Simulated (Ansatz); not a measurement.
in.yaml

```yaml
crystal:
  periodic: [false, false, false]
  atoms:
    - {symbol: O, position_ang: [0.000702, 0.009722, 1.042429]}
    - {symbol: P, position_ang: [-0.000131, -0.006420, -0.456927]}
    - {symbol: H, position_ang: [0.047833, -1.113963, -1.267693]}
    - {symbol: H, position_ang: [-0.054944, 1.156929, -1.237890]}
basis:
  gaussian: {orbitals: cc-pVDZ}
magnetization: {spin_polarized: false, initial_magnetization: 1}
correlation: {method: mp2, electrons: all}
scf: {lower_state_search: light}
```

```sh
$ ansatz run in.yaml --threads 1 --pin off --events-out ev --progress --plain --max-ram 2393MiB
```

**Question.** Roughly how long does this take on 1 thread of Intel Xeon, shared host, and how much host memory?

**Answer.** 2.4 s wall and 0.16 GiB.

```
404 factors; integrals over basis functions are off by at most 1.3e-3 eV
mean field evaluation 1: about -11335.4697 eV, gradient 3.6e1 eV
mean field evaluation 2: about -11335.5021 eV, gradient 3.6e1 eV
mean field evaluation 4: about -11338.4932 eV, gradient 3.0e0 eV
mean field evaluation 8: about -11338.5224 eV, gradient 2.0e-1 eV
mean field -11338.52296926 eV, -416.6830335934 hartree, gradient 2.6e-6 eV, S^2 0.750000; 0 other end points of the search recorded, 0 dependent functions left out
mean field evaluation 16: about -11335.6145 eV, gradient 2.6e1 eV
mean field evaluation 32: about -11330.1777 eV, gradient 9.7e0 eV
reference -11338.52296926 eV, -416.6830335934 hartree; 13, 12 occupied and 29, 30 virtual orbitals, 404 factors
second order -8.72711448 eV of doubles, -0.09880960 eV of singles
Total energy: -11347.34889334 eV, -417.0073803211 hartree
```
